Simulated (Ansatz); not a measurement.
# CHAl: the cost of one run

The runs use Ansatz 0.2.0, Gaussian basis; def2-QZVPP, core rule «outside noble gas», up to 6 orbitals frozen.

To be run: UHF; ROHF; CCSD(T) on UHF.

2 further runs of the same task are left out: 2 set aside as unsound or not needed.

## (1) The geometry

The geometry is a PBE0/def2-TZVP stationary point (not a proven minimum) of the parent state, kept for this charge and spin.

3 atoms, charge 1, spin multiplicity 2.

Atoms are counted from 1 here; the program's logs count them from 0.

Bond lengths: Al1–C2 1.850 Å, C2–H3 1.096 Å. Angles: Al1–C2–H3 134.6°.

Coordinates:

```
atom   x (Å)    y (Å)    z (Å)
 Al1  0.0000   0.0337   0.6210
  C2  0.0000  -0.1249  -1.2226
  H3  0.0000   0.5868  -2.0559
```

## (2) UHF

Input file in.yaml:

```yaml
crystal:
  periodic: [false, false, false]
  atoms:
    - {symbol: Al, position_ang: [0.000000, 0.033682, 0.621048]}
    - {symbol: C, position_ang: [0.000000, -0.124908, -1.222629]}
    - {symbol: H, position_ang: [0.000000, 0.586788, -2.055880]}
basis:
  gaussian: {orbitals: "def2-QZVPP.json"}
total_charge: 1
magnetization: {spin_polarized: true, initial_magnetization: 1}
hamiltonian: {xc: hf}
output: {orbitals: {seedname: orbitals}}
```

Started as:

```sh
> ansatz run in.yaml --threads 1 --pin off --events-out ev --progress --plain --max-ram 2393MiB
```

Q: Estimate wall time and peak memory on 1 thread of Arm Neoverse V1, shared host.

About 20 s, with a peak of 0.31 GiB.
